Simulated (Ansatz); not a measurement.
```yaml
crystal:
  periodic: [false, false, false]
  atoms:
    - {symbol: W, position_ang: [0.000000, 0.000000, 0.000000]}
    - {symbol: H, position_ang: [0.000000, 0.000000, 1.760000]}
basis:
  gaussian: {orbitals: def2-TZVP}
magnetization: {spin_polarized: true, initial_magnetization: 5}
hamiltonian: {xc: pbe0}
relax: {f_tol: 0.004, max_steps: 80}
```

```sh
$ ansatz run in.yaml --threads 1 --pin off --events-out ev --progress --plain --max-ram 2176MiB
```

Steps of the relaxation (energy above the last step; positions in Å, forces in eV/Å):

```
2
step 1, 14.5 meV
W     0.000    0.000    0.000    0.000    0.000    0.592
H     0.000    0.000    1.760    0.000    0.000   -0.592
```

```
2
step 2, 10.1 meV
W     0.000    0.000    0.042    0.000    0.000   -0.554
H     0.000    0.000    1.718    0.000    0.000    0.554
```

```
2
step 3, 0.1 meV
W     0.000    0.000    0.025    0.000    0.000   -0.043
H     0.000    0.000    1.735    0.000    0.000    0.043
```

```
2
step 4, 0.0 meV
W     0.000    0.000    0.024    0.000    0.000    0.000
H     0.000    0.000    1.736    0.000    0.000    0.000
```

Close pairs at the end: W1–H2 1.713 Å.

A stationary point of unrestricted PBE0 after 4 steps, with ⟨S²⟩ = 8.770 against 8.75 for a pure state. 5.5 s on 1 thread of AMD EPYC 7R13, shared host.
